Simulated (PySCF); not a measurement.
## How methods differ on the ionisation energy of Ar

Ar [Ar] (1S) → Ar⁺ [Ne] 3s2 3p5 (2P), as a difference of total energies. Calculation: PySCF 2.14, in dyall-acv3z (19s12p6d4f, 113 functions); the non-relativistic Hamiltonian (point nucleus). Correlated levels: valence: [Ne] frozen; valence and next inner shell: 1s2 frozen; virtual orbitals above 40 to 60 times the deepest correlated orbital energy dropped. The calculations carry no spin-orbit coupling.

| method | ionisation energy (eV) |
| --- | --- |
| UHF | 14.549 |
| LDA | 15.989 |
| PBE | 15.704 |
| PBE0 | 15.713 |
| MN15 | 15.774 |
| revPBE | 15.642 |
| MP2 (valence) | 15.738 |
| SCS-MP2 (valence) | 15.636 |
| MP2 (valence and next inner shell) | 15.765 |
| SCS-MP2 (valence and next inner shell) | 15.658 |

Q: Estimate what r2SCAN gives.

A: 15.754 eV, closest to MP2 (valence and next inner shell) among the rows shown.

Q: Estimate what M06-2X gives.

A: 15.759 eV, closest to MP2 (valence and next inner shell) among the rows shown.

A first-order spin-orbit estimate (lowest level to lowest level, LS coupling) adds -0.055 eV.

Errors of the correlated levels include the incompleteness of this basis and the frozen core.

For comparison: 15.760 eV (measured; NIST Atomic Spectra Database, ionization energies).
